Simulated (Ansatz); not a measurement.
2H MoTe₂, treated with r²SCAN in Ansatz (plane waves, PAW).

Numerical settings: plane-wave cutoff 600 eV, 12×12×4 k mesh (along the axes of the cell as run), Fermi–Dirac smearing 0.01 eV, no spin polarisation, scalar-relativistic PAW data made under PBE.

Starting structure:

```
MoTe2
1.0
    3.52000     0.00000     0.00000
   -1.76000     3.04841     0.00000
    0.00000     0.00000    13.96000
Te Mo
4 2
Direct
  0.66667   0.33333   0.37900
  0.33333   0.66667   0.87900
  0.33333   0.66667   0.62100
  0.66667   0.33333   0.12100
  0.66667   0.33333   0.75000
  0.33333   0.66667   0.25000
```

Task: Into what structure does the relaxation of cell and atoms lead at this level, with the symmetry of the start kept?

Result: The volume grows by 8.2 %; final space group P6_3/mmc.
```
MoTe2
1.0
    3.56343     0.00000     0.00000
   -1.78171     3.08602     0.00000
    0.00000     0.00000    14.73383
Te Mo
4 2
Cartesian
  1.78171   1.02867   5.47307
  0.00000   2.05735  12.83999
  0.00000   2.05735   9.26075
  1.78171   1.02867   1.89384
  1.78171   1.02867  11.05037
  0.00000   2.05735   3.68346
```

Note: the cell comes from a level without a dispersion term, which matters for the spacing of layers, chains or molecules; the cell has widely spaced layers and the level no dispersion term, so their spacing and the moduli can rest on weak binding.

Ansatz is an electronic-structure program.
